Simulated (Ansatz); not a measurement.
**Ge (I4₁/amd, No. 141, 2 atoms in the cell; start mp-78; high-pressure phase): properties by level of theory**

```csv
level (code),lattice constant a (Å),c axis length (Å)
LDA (Ansatz),5.076,2.780
PBEsol (Ansatz),5.118,2.802
r²SCAN-D4 (Ansatz),5.126,2.804
r²SCAN+rVV10 (Ansatz),5.114,2.820
```

Caveats: the relaxation could not lower the start's symmetry, so the cell can be a saddle point above a distorted one (LDA, PBEsol, r²SCAN-D4, r²SCAN+rVV10). Ansatz's density-functional and Hartree–Fock values are scalar-relativistic unless marked +SOC, with PAW data made under PBE.

A start named mp-… is a Materials Project structure, which need not be a measured phase.

Ansatz is a quantum-chemistry and plane-wave program.
